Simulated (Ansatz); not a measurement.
The same path of CH4BS (7 atoms, charge 0, multiplicity 2) was run twice with different band settings. The coordinate that changes most is the dihedral H5–C2–S3–H7.

Level of theory: Ansatz 0.2.0, UKS r2SCAN-D4/def2-SVP.

Relaxed end points:

```xyz
7
Properties=species:S:1:pos:R:3
B -1.137 0.269 -0.934
C -0.042 -0.017 0.112
S 1.661 -0.041 -0.555
H -2.325 0.334 -0.733
H -0.300 -0.983 0.592
H -0.151 0.748 0.908
H 2.294 -0.309 0.611
```

```xyz
7
Properties=species:S:1:pos:R:3
B -0.856 0.013 -0.892
C -0.044 0.086 0.412
S 1.790 0.166 0.322
H -2.057 0.064 -1.004
H -0.368 -0.796 1.007
H -0.376 0.956 1.010
H 1.911 -0.488 -0.854
```

Common settings: spring 5.0 eV/Å²; optimiser quadratic models (default); start path IDPP; force threshold 0.05 eV/Å; iteration limit 60; end points relaxed.

| run | movable images | climbing image |
| --- | --- | --- |
| 1 | 5 | yes |
| 2 | 3 | no |

Problem. What does each run give, and how far can it be trusted?

Solution. Run 1: converged after 5 iterations, highest image 0.103 eV above the first end. A vibrational analysis at the climbing image gives one clearly imaginary mode, 253i cm⁻¹: a first-order saddle point.
Run 2: converged after 4 iterations, highest image 0.101 eV above the first end. No image climbed, so the highest image needn't sit at the top of the path. So few images can step over the top or miss a turn of the path.
